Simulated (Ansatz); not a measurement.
**CH3N+ (quartet): from Hartree-Fock to the top rungs, cc-pVDZ**

Aim: climb from Hartree-Fock through coupled cluster and multireference methods for CH3N+ (quartet) at one geometry and basis, and see what each rung misses.

Program: Ansatz 0.2.0, Gaussian basis. Level of theory: cc-pVDZ, core rule «outside noble gas», up to 2 orbitals frozen. These are calculated values, not measurements.

The runs, in order: UHF; CCSD(T) on ROHF; CCSD(T) on UHF; BCCD(T) on ROHF; CISD as a restricted active space (open shells left free, so some higher excitations enter); CCSDT(Q) on ROHF; CCSDT(Q) on UHF; CASSCF and MRCISD+Q, 11 electrons in 11 orbitals; CASSCF and NEVPT2, 11 electrons in 11 orbitals.

22 further runs of the same task are left out: 10 that didn't finish, 12 set aside as unsound or not needed. Runs told in other sessions of the task aren't counted.

## 1. The system

The geometry is a PBE0/def2-TZVP stationary point (not a proven minimum) of the parent state, kept for this charge and spin.

5 atoms, charge 1, spin multiplicity 4.

Atoms are counted from 1 here; the program's logs count them from 0.

Bond lengths: N1–C2 1.403 Å, C2–H3 1.101 Å, C2–H4 1.101 Å, C2–H5 1.101 Å. Angles: N1–C2–H3 110.9°, N1–C2–H4 110.9°, N1–C2–H5 110.9°, H3–C2–H4 108.0°, H3–C2–H5 108.0°, H4–C2–H5 108.0°.

## 2. UHF

File in.yaml:

```yaml
crystal:
  periodic: [false, false, false]
  atoms:
    - {symbol: N, position_ang: [-0.767330, 0.007230, 0.007201]}
    - {symbol: C, position_ang: [0.635942, -0.005992, -0.005968]}
    - {symbol: H, position_ang: [1.018747, -1.037854, -0.004565]}
    - {symbol: H, position_ang: [1.041604, 0.508718, 0.878222]}
    - {symbol: H, position_ang: [1.024810, 0.500066, -0.902610]}
basis:
  gaussian: {orbitals: cc-pVDZ}
total_charge: 1
magnetization: {spin_polarized: true, initial_magnetization: 3}
hamiltonian: {xc: hf}
output: {orbitals: {seedname: orbitals}}
```

The run is started by

```bash
ansatz run in.yaml --threads 1 --pin off --events-out ev --progress --plain --max-ram 2393MiB
```

Further steps of the session: CCSD(T) on ROHF; CCSD(T) on UHF; BCCD(T) on ROHF; CISD as a restricted active space (open shells left free, so some higher excitations enter); CCSDT(Q) on ROHF; CCSDT(Q) on UHF; CASSCF and MRCISD+Q, 11 electrons in 11 orbitals; CASSCF and NEVPT2, 11 electrons in 11 orbitals.

Before running them: what should the planned runs give, taken together? Wanted: UCCSDT(Q) from the RHF energy; RMP2 from UCCSDT(Q); UMP2 from UCCSDT(Q); RCCSD from UCCSDT(Q); RCCSD(T) from UCCSDT(Q); UCCSD(T) from UCCSDT(Q); RCCSDT(Q) from UCCSDT(Q); NEVPT2 valence from UCCSDT(Q); MRCISD+Q valence from UCCSDT(Q).

As calculated:

| quantity | value |
| --- | --- |
| UCCSDT(Q) from the ROHF energy | -6.8926 eV |
| RMP2 from UCCSDT(Q) | +1163.5 meV |
| UMP2 from UCCSDT(Q) | +1134.9 meV |
| RCCSD from UCCSDT(Q) | +194.1 meV |
| RCCSD(T) from UCCSDT(Q) | +31.7 meV |
| UCCSD(T) from UCCSDT(Q) | +30.7 meV |
| RCCSDT(Q) from UCCSDT(Q) | +2.4 meV |
| NEVPT2 valence from UCCSDT(Q) | +969.3 meV |
| MRCISD+Q valence from UCCSDT(Q) | +69.4 meV |
| levels within 1 kcal/mol (43 meV) | RCCSD(T), UCCSD(T), BCCD(T), RCCSDT, UCCSDT, RCCSDT(Q) |
| T1 diagnostic | 0.028 |
| effectively unpaired electrons | 3.01 |

RCCSD(T) misses by +31.7 meV, 0.5 % of the correlation energy. One determinant dominates. Of the multireference levels listed MRCISD+Q valence comes nearest in total energy (+69.4 meV), which doesn't show that its space is the better one. These misses are within one basis, not against nature; the frozen cores of restricted and unrestricted runs differ, which can shift their rows.

With open shells the CI space here admits some higher excitations, so it is larger than plain CISD.
